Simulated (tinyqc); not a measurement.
MP2 on RHF in the sto-3g basis, frozen core, for LiH, spin multiplicity 1, step by step. One step of it, computed by the program tinyqc.

Question. Second-order Moller-Plesset energy. E2 = sum_ijab (ia|jb) [2 (ia|jb) - (ib|ja)] / (e_i + e_j - e_a - e_b) over occupied i, j and virtual a, b; the opposite-spin part is (ia|jb)^2 / denominator, the rest is same-spin, and SCS-MP2 scales them by 6/5 and 1/3.

orbital energies (hartree): MO1 -2.346694, MO2 -0.294360, MO3 0.079056, MO4 0.163715, MO5 0.163715, MO6 0.576772

Two-electron integrals over orbitals (pq|rs), unique and non-zero (hartree); the lowest 1 orbital is frozen and left out:
```
(22|22) 0.494984    (32|22) -0.046775   (32|32) 0.012054    (33|22) 0.226944
(33|32) 0.006030    (33|33) 0.338895    (42|42) 0.024045    (43|42) 0.019206
(43|43) 0.041321    (44|22) 0.275643    (44|32) 0.004631    (44|33) 0.282237
(44|44) 0.312946    (52|52) 0.024045    (53|52) 0.019206    (53|53) 0.041321
(54|54) 0.016869    (55|22) 0.275643    (55|32) 0.004631    (55|33) 0.282237
(55|44) 0.279207    (55|55) 0.312946    (62|22) 0.132811    (62|32) -0.033392
(62|33) -0.009141   (62|44) -0.010351   (62|55) -0.010351   (62|62) 0.122870
(63|22) -0.050902   (63|32) 0.008355    (63|33) 0.036057    (63|44) 0.001330
(63|55) 0.001330    (63|62) -0.030983   (63|63) 0.026298    (64|42) -0.019506
(64|43) -0.013875   (64|64) 0.019439    (65|52) -0.019506   (65|53) -0.013875
(65|65) 0.019439    (66|22) 0.457656    (66|32) -0.042041   (66|33) 0.242073
(66|44) 0.269392    (66|55) 0.269392    (66|62) 0.141063    (66|63) -0.043502
(66|66) 0.456519
```

Hartree-Fock energy = -7.86329043 hartree

Give: Terms; Pair energies; MP2 correlation energy; SCS-MP2 correlation energy; MP2 total energy.

Answer.

Terms:

| i | j | a | b | (ia\|jb) | (ib\|ja) | denominator | term |
|---|---|---|---|---|---|---|---|
| 2 | 2 | 6 | 6 | 0.1229 | 0.1229 | -1.7423 | -0.0087 |
| 2 | 2 | 3 | 6 | -0.0334 | -0.0334 | -1.2445 | -0.0009 |
| 2 | 2 | 6 | 3 | -0.0334 | -0.0334 | -1.2445 | -0.0009 |
| 2 | 2 | 4 | 4 | 0.0240 | 0.0240 | -0.9161 | -0.0006 |
| 2 | 2 | 5 | 5 | 0.0240 | 0.0240 | -0.9161 | -0.0006 |
| 2 | 2 | 3 | 3 | 0.0121 | 0.0121 | -0.7468 | -1.95e-04 |

Pair energies (hartree; pair i-j sums ij and ji):

| pair | opposite spin | same spin |
|---|---|---|
| 2-2 | -0.0119 | 0 |

MP2 correlation energy = -0.011914 hartree

SCS-MP2 correlation energy = -0.014297 hartree

MP2 total energy = -7.875204 hartree
